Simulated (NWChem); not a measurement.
# BH (SMILES [BH]) at CCSD(T)/def2-TZVPPD

Aim: the vertical singlet–triplet gap of BH at CCSD(T)/def2-TZVPPD, from 2 runs. 

Program for the calculation: NWChem 7.3.0.

2 further runs of the same task are left out: 2 set aside as unsound or not needed.

## (1) Starting point

The species is BH (2 atoms), meant as a singlet with charge 0. SMILES: `[BH]`. The bond length is the measured one.

Bond lengths: B1–H2 1.232 Å.

## (2) A single-point energy at CCSD(T)/def2-TZVPPD

work.nw reads:

```
start work
memory 2200 mb
charge 0
geometry units angstroms noautosym nocenter noautoz
  B      0.000000     0.000000     0.000000
  H      0.000000     0.000000     1.232400
end
basis spherical bse
  * library def2-TZVPPD
end
scf
  thresh 1e-08
  maxiter 80
  print low
end
ccsd
  freeze core 1
  maxiter 60
end
task ccsd(t)
```

The run is started by

```
nwchem work.nw > work.out
```

The log of the run:

```text
[...]
  functions       =    54
[...]
  wavefunction    = RHF
[...]
         Total SCF energy =    -25.130440755749
      One-electron energy =    -37.188172319613
      Two-electron energy =      9.910793682495
 Nuclear repulsion energy =      2.146937881368
        Time for solution =      2.8s
[...]
 Total MP2 energy:            -25.203654395016954
[...]
             energy      energy      error      ampl     ampl      Block
                                                time     time      time
[...]
 Total CCSD energy:            -25.228880264300212
[...]
 Total CCSD+T(CCSD) energy:            -25.230960662228124
[...]
 Total CCSD(T) energy:                 -25.230928122699940
[...]
```

Run time: 25 s. Hardware: 1 thread of Intel Xeon Platinum 8259CL at 2.50GHz (Skylake/Cascade Lake), shared host; peak memory 0.11 GiB.

## (3) The triplet

bh.nw reads:

```
START bh
TITLE "BH ccsd(t)"
memory 2200 mb
charge 0

GEOMETRY units atomic noautosym nocenter noautoz
  B      0.00000000     0.00000000     0.00000000
  H      0.00000000     0.00000000     2.32889848
END

BASIS spherical bse
  B library def2-TZVPPD
  H library def2-TZVPPD
END

SCF
  nopen 2
  uhf
  thresh 1e-08
  maxiter 80
  print medium
END

TCE
  scf
  ccsd(t)
  freeze core 1
  maxiter 60
END

TASK tce energy
```

The run is started by

```
nwchem bh.nw > bh.out
```

The log of the run:

```text
[...]
  functions       =    54
[...]
  wavefunction    = UHF
[...]
         Total SCF energy =    -25.116008127060
      One electron energy =    -37.184503773979
      Two electron energy =      9.921557923812
 Nuclear repulsion energy =      2.146937723108
                       Sz =      1.0000
                 Sz(Sz+1) =      2.0000
                      S^2 =      2.0028
[...]
         Wavefunction type : Unrestricted Hartree-Fock
          No. of electrons :     6
[...]
         Spin multiplicity : triplet
[...]
 CCSD total energy / hartree       =       -25.180765076820538
[...]
 CCSD[T] total energy / hartree       =       -25.182237363094398
[...]
 CCSD(T) total energy / hartree       =       -25.182206044236928
[...]
```

Wall time 16 s (1 thread of Intel Xeon Platinum 8259CL at 2.50GHz (Skylake/Cascade Lake), shared host); peak memory 0.35 GiB.

## (4) Results

Level: CCSD(T)/def2-TZVPPD, 1 core orbital frozen.

```
                                                           quantity         value
                                              singlet: total energy  -25.23093 Eh
                singlet: correlation energy (1 core orbital frozen)    -100.5 mEh
                                            singlet: (T) correction     -2.05 mEh
                                              triplet: total energy  -25.18221 Eh
triplet: HOMO energy (Hartree–Fock orbitals) (highest over α and β)      -8.83 eV
 triplet: LUMO energy (Hartree–Fock orbitals) (lowest over α and β)       0.75 eV
                triplet: correlation energy (1 core orbital frozen)     -66.2 mEh
                                            triplet: (T) correction     -1.44 mEh
                         triplet: ⟨S²⟩ of the reference determinant         2.003
                   vertical energy of the triplet above the singlet      1.326 eV
```

At this shape the triplet lies 1.33 eV (128 kJ/mol) above the singlet. The triples (singlet) make up 2.0 % of the correlation energy. The triples (triplet) make up 2.2 % of the correlation energy.
